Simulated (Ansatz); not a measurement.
# One shape, several levels: AlNH2F (SMILES [NH2][Al][F])

Wanted: a comparison of 6 runs (UHF/STO-3G, U-r2SCAN0/STO-3G, U-wB97X/STO-3G, USVWN5/STO-3G, UCCSDT/STO-3G, UCCSD/STO-3G) of AlNH2F. 

The results are computed with Ansatz 0.2.0.

62 further runs of the same task are left out: 3 that didn't finish, 59 set aside as unsound or not needed.

## (1) Starting point

AlNH2F has 5 atoms, charge 0, and is taken as a doublet. As SMILES, `[NH2][Al][F]`. The H5–N1 distance was set to 1.513 Å, away from the relaxed value. At this shape a bond of the SMILES string is far longer than usual.

Bond lengths: N1–Al2 1.765 Å, Al2–F3 1.658 Å, N1–H4 1.007 Å. Angles: N1–Al2–F3 117.4°, Al2–N1–H4 124.8°. A long bond or contact: N1–H5 1.513 Å.

## (2) The energy at UHF/STO-3G (run 1)

File job.yaml:

```yaml
crystal:
  periodic: [false, false, false]
  atoms:
    - {symbol: N, position_ang: [-0.266192, 0.704214, 0.181530]}
    - {symbol: Al, position_ang: [0.750508, -0.077586, 1.394830]}
    - {symbol: F, position_ang: [1.347208, -1.581586, 1.035330]}
    - {symbol: H, position_ang: [-0.685792, 1.613514, 0.282630]}
    - {symbol: H, position_ang: [-0.621700, 0.088600, -1.154400]}
basis:
  gaussian: {orbitals: STO-3G}
magnetization: {spin_polarized: true, initial_magnetization: 1}
hamiltonian: {xc: hf}
accuracy: high
```

On the command line:

```sh
$ ansatz run job.yaml --threads 1 --pin off --max-ram 2610MiB --events-out events.jsonl --progress --plain --runs-dir runs
```

Log:

```text
Warning: RAYON_NUM_THREADS=1 ignored (pool sized by the plan → 1); use --threads N
Functional definition: HF
  name "HF"
  exchange = exact_x
  correlation = 0
378 factors; integrals over basis functions are off by at most 4.0e-8 eV
mean field evaluation 1: about -10658.8178 eV, gradient 1.9e1 eV
mean field evaluation 2: about -10658.8769 eV, gradient 1.9e1 eV
mean field evaluation 4: about -10662.3966 eV, gradient 2.4e0 eV
mean field evaluation 8: about -10662.6146 eV, gradient 7.4e-1 eV
mean field evaluation 16: about -10662.6836 eV, gradient 3.3e-6 eV
mean field -10662.68364824 eV, -391.8463966463 hartree, gradient 6.1e-8 eV, S^2 0.988898; 0 other end points of the search recorded, 0 dependent functions left out
reference -10662.68364824 eV, -391.8463966463 hartree; 16, 15 occupied and 5, 6 virtual orbitals, 378 factors
Total energy: -10662.68364824 eV, -391.8463966463 hartree
```

Wall time 0.16 s (1 thread of Arm Neoverse V1, shared host).

## (3) The energy at U-r2SCAN0/STO-3G (run 2)

job.yaml: that of step 2 with these lines changed.

```diff
@@ -11,3 +11,3 @@
 magnetization: {spin_polarized: true, initial_magnetization: 1}
-hamiltonian: {xc: hf}
+hamiltonian: {xc: {name: r2SCAN0}}
 accuracy: high
```

On the command line:

```sh
$ ansatz run job.yaml --threads 1 --pin off --max-ram 2610MiB --events-out events.jsonl --progress --plain --runs-dir runs
```

Log:

```text
Warning: RAYON_NUM_THREADS=1 ignored (pool sized by the plan → 1); use --threads N
Functional definition: r2SCAN0
  name "r2SCAN0"
  parameter a = 0.25
  parameter k0 = 0.174
  parameter k1 = 0.065
  parameter a1 = 4.9479
  exchange = (1 - a)*r2scan_x(k0 = k0, k1 = k1, a1 = a1) + a*exact_x
  correlation = r2scan_c
378 factors; integrals over basis functions are off by at most 4.0e-8 eV
mean field evaluation 1: about -10687.6918 eV, gradient 2.3e1 eV
mean field evaluation 2: about -10680.0493 eV, gradient 4.4e1 eV
mean field evaluation 4: about -10692.1683 eV, gradient 3.2e0 eV
mean field evaluation 8: about -10692.2115 eV, gradient 1.2e-1 eV
mean field evaluation 16: about -10692.2124 eV, gradient 2.1e-4 eV
mean field -10692.21236449 eV, -392.9315569531 hartree, gradient 1.9e-8 eV, S^2 0.778287; 0 other end points of the search recorded, 0 dependent functions left out
reference -10692.21236514 eV, -392.9315569771 hartree; 16, 15 occupied and 5, 6 virtual orbitals, 378 factors
Total energy: -10692.21236514 eV, -392.9315569771 hartree
```

Wall time 6 s (1 thread of Arm Neoverse V1, shared host); peak memory 0.24 GiB.

## (4) A single-point energy at U-wB97X/STO-3G (run 3)

File molecule.yaml:

```yaml
crystal:
  periodic: [false, false, false]
  atoms:
    - {symbol: "N", position_ang: [-0.266192, 0.704214, 0.181530]}
    - {symbol: Al, position_ang: [0.750508, -0.077586, 1.394830]}
    - {symbol: F, position_ang: [1.347208, -1.581586, 1.035330]}
    - {symbol: H, position_ang: [-0.685792, 1.613514, 0.282630]}
    - {symbol: H, position_ang: [-0.621700, 0.088600, -1.154400]}
basis:
  gaussian:
    orbitals: STO-3G
magnetization:
  spin_polarized: true
  initial_magnetization: 1
hamiltonian:
  xc: {name: wB97X}
accuracy: high
```

On the command line:

```sh
$ ansatz run molecule.yaml --threads 1 --pin off --max-ram 2610MiB --events-out events.jsonl --progress --plain --runs-dir runs
```

Log, shortened:

```text
Warning: RAYON_NUM_THREADS=1 ignored (pool sized by the plan → 1); use --threads N
Functional definition: wB97X
  name "wB97X"
[...]
      + exact_x_lr(omega)
[...]
      + integral(e_c_pw_opposite_spin*poly(b97_u_opposite, 1, cos1, cos2, cos3, cos4))
378 factors; integrals over basis functions are off by at most 4.0e-8 eV
153 factors; integrals over basis functions are off by at most 7.9e-10 eV
[...]
mean field -10693.46420450 eV, -392.9775612252 hartree, gradient 7.5e-8 eV, S^2 0.760761; 0 other end points of the search recorded, 0 dependent functions left out
reference -10693.46420306 eV, -392.9775611720 hartree; 16, 15 occupied and 5, 6 virtual orbitals, 378 factors
Total energy: -10693.46420306 eV, -392.9775611720 hartree
```

Wall time 11 s (1 thread of Arm Neoverse V1, shared host); peak memory 0.43 GiB.

Runs 4 to 5 aren't shown in full; the table further down has their settings and results.

## (5) A single-point energy at UCCSD/STO-3G (run 6)

File run.yaml:

```yaml
crystal:
  periodic: [false, false, false]
  atoms:
    - symbol: N
      position_ang: [-0.266192, 0.704214, 0.181530]
    - symbol: Al
      position_ang: [0.750508, -0.077586, 1.394830]
    - symbol: F
      position_ang: [1.347208, -1.581586, 1.035330]
    - symbol: H
      position_ang: [-0.685792, 1.613514, 0.282630]
    - symbol: H
      position_ang: [-0.621700, 0.088600, -1.154400]
basis:
  gaussian: {orbitals: STO-3G}
magnetization: {spin_polarized: true, initial_magnetization: 1}
correlation: {method: ccsd, frozen_orbitals: {Al: 5, F: 1, H: 0, "N": 1}}
accuracy: high
scf: {omitted_lower_state_checks: [cluster_reference, increment]}
```

On the command line:

```sh
$ ansatz run run.yaml --threads 1 --pin off --max-ram 2610MiB --events-out events.jsonl --progress --plain --runs-dir runs
```

Log, shortened:

```text
Warning: RAYON_NUM_THREADS=1 ignored (pool sized by the plan → 1); use --threads N
[... 2 set-up lines as earlier in the session ...]
[...]
378 factors; integrals over basis functions are off by at most 4.0e-8 eV
[...]
mean field -10662.68364824 eV, -391.8463966463 hartree, gradient 6.1e-8 eV, S^2 0.988898; 0 other end points of the search recorded, 0 dependent functions left out
7 core orbitals not correlated: weight in the atoms' cores, before any rotation towards them, 1.000 or more for the frozen orbitals, at most 0.000 for the correlated occupied ones
reference -10662.68364824 eV, -391.8463966463 hartree; 9, 8 occupied and 5, 6 virtual orbitals, 378 factors
second order -2.25278638 eV of doubles, -0.00000000 eV of singles
cycle   1  -2.61351519 eV  change   -3.6e-1 eV  update   1.0e-1
[...]
cycle  30  -3.41732712 eV  change   9.7e-10 eV  update  5.3e-10
Total energy: -10666.10097536 eV, -391.9719811016 hartree
Checks for a lower state left out: cluster_reference, increment
```

Run time: 0.32 s. Hardware: 1 thread of Arm Neoverse V1, shared host.

## (6) Overview of the runs

| run | level | frozen core orbitals | energy (Eh) | ⟨S²⟩ | wall time |
| --- | --- | --- | --- | --- | --- |
| 1 | UHF/STO-3G | – | -391.846397 | 0.989 | 0.16 s |
| 2 | U-r2SCAN0/STO-3G | – | -392.931557 | 0.778 | 6 s |
| 3 | U-wB97X/STO-3G | – | -392.977561 | 0.761 | 11 s |
| 4 | USVWN5/STO-3G | – | -390.828343 | 0.754 | 1.4 s |
| 5 | UCCSDT/STO-3G | 7 | -391.978292 | 0.989 | 1.7 s |
| 6 | UCCSD/STO-3G | 7 | -391.971981 | 0.989 | 0.32 s |

## (7) Results

```
                                          quantity          value
                               run 6: total energy  -391.97198 Eh
run 6: correlation energy (7 core orbitals frozen)     -125.6 mEh
          run 6: ⟨S²⟩ of the reference determinant          0.989
                              run 6: T1 diagnostic          0.045
```

**Reading.** Below the UHF energy at the same shape and in the same basis (STO-3G): UCCSDT -131.9 mEh; UCCSD -125.6 mEh. Totals of different functionals can't be ranked against each other. In runs 1, 2, 3, 4, 5, 6 the basis is minimal, so the values are rough. Spin contamination of the reference: run 1 ⟨S²⟩ = 0.99, run 5 ⟨S²⟩ = 0.99, run 6 ⟨S²⟩ = 0.99. All runs together took 21 s, the longest 11 s.
